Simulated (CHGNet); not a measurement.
α-quartz (SiO2)

The numbers are results of the machine-learned potential CHGNet-r²SCAN (trained on r²SCAN data), not measurements.

Cell (relaxed at this level):

```
CELL_PARAMETERS angstrom
      4.94013     0.00000     0.00000
     -2.47006     4.27828     0.00000
      0.00000     0.00000     5.40835
ATOMIC_POSITIONS crystal
  Si 0.00000 0.47112 0.33333
  Si 0.52888 0.52888 0.00000
  Si 0.47112 0.00000 0.66667
  O  0.26684 0.41448 0.21439
  O  0.58552 0.85236 0.88105
  O  0.73316 0.14764 0.45228
  O  0.85236 0.58552 0.11895
  O  0.41448 0.26684 0.78561
  O  0.14764 0.73316 0.54772
```

| Item | Value |
|---|---|
| lattice constant a | 4.940 Å |
| c axis length | 5.408 Å |

Measured, for comparison: lattice constant a 4.914 Å, lattice parameter c 5.405 Å (298 K, no zero-point or thermal correction; as tabulated in Sutter and Yavaş (2016), arXiv:1612.07049). Computed (rounded) less measured: lattice constant a +0.5 %, lattice parameter c +0.1 %.

A machine-learned potential is trained on density-functional data: it inherits that level's misses and adds fitting errors of its own.

Note: the model gives imaginary modes for this phase (in the spectrum interpolated from a supercell).
